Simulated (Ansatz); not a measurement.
## CHNO, SMILES N=C=O: a composite energy at a relaxed geometry, step by step

Computed with Ansatz's Python interface.

The cells in order, each with its output:

```python
import itertools

import ansatz as az
from ase import Atoms
from ase.data import atomic_numbers, covalent_radii
import numpy as np

atoms = Atoms(["N", "C", "O", "H"], positions=[
    (0.5064, -0.34994, -0.35087),
    (-0.46224, 0.18592, 0.08782),
    (-1.49779, 0.62913, 0.33871),
    (1.45363, -0.46511, -0.07566),
])
geometry = az.Crystal.molecule_from_ase(atoms)
```

```python
calculation = (
    geometry.calculation()
    .basis(gaussian="def2-SVP")
    .functional("PBE0", dispersion="d4")
)
symbols = [site.symbol for site in geometry.cartesian_sites]
start = np.array([site.position_ang for site in geometry.cartesian_sites], dtype=float)
data = calculation.relax(force_tolerance=0.01, max_steps=100).run(threads=1).report
end = np.array(data["positions_ang"])
# pairs closer than 1.2 times the sum of covalent radii, before or after
radius = [covalent_radii[atomic_numbers[s]] for s in symbols]
span = lambda where, i, j: np.linalg.norm(where[i] - where[j])
bonded = [(i, j) for i, j in itertools.combinations(range(len(symbols)), 2) if min(span(start, i, j), span(end, i, j)) < 1.2 * (radius[i] + radius[j])]
print("pair        before    after (A)")
for i, j in bonded:
    print(f"{symbols[i]}{i}-{symbols[j]}{j}".ljust(10), f"{span(start, i, j):8.4f} {span(end, i, j):8.4f}")
```

    pair        before    after (A)
    N0-C1        1.1907   1.2104
    N0-H3        0.9931   1.0085
    C1-O2        1.1540   1.1648

```python
minimum = az.Crystal.molecule()
for symbol, place in zip(symbols, end):
    minimum = minimum.atom(symbol, place.tolist())
at_minimum = minimum.calculation()
# MP2 extrapolated to the basis limit, plus the small-basis difference CCSD(T) - MP2
level = lambda method, basis: at_minimum.basis(gaussian=basis).correlation(method).run(threads=1).report
small, large, cluster = level("mp2", "cc-pVDZ"), level("mp2", "cc-pVTZ"), level("ccsd_t", "cc-pVDZ")
corr = lambda each: (each["free_energy_ev"] - each["reference_energy_ev"]) / 27.211386246
mp2_limit = (27 * corr(large) - 8 * corr(small)) / 19
pieces = {"HF / cc-pVTZ": large["reference_energy_ev"] / 27.211386246, "MP2 correlation, DZ-TZ limit": mp2_limit, "CCSD(T) - MP2 / cc-pVDZ": corr(cluster) - corr(small)}
for name, value in pieces.items():
    print(f"{name:32s} {value:14.6f} Ha")
print(f"{'sum':32s} {sum(pieces.values()):14.6f} Ha")
print("T1 diagnostic", round(cluster["correlation"]["coupled_cluster"]["t1_diagnostic"], 4))
```

    HF / cc-pVTZ                        -167.828805 Ha
    MP2 correlation, DZ-TZ limit          -0.624842 Ha
    CCSD(T) - MP2 / cc-pVDZ               -0.022702 Ha
    sum                                 -168.476349 Ha
    T1 diagnostic 0.0188

Caveats:
- Total energies depend on the basis set; only differences at equal settings carry meaning.
- The sum leaves out core correlation, relativity, the Hartree-Fock basis error and zero-point energy; a DZ-TZ extrapolation is rough.
- Inner cores stay frozen, so this is valence correlation.
- An extrapolation from small basis sets is rough.
- The whole script took 8.8 s on 1 thread of Arm Neoverse V1, on a shared host, peak memory 0.21 GiB.
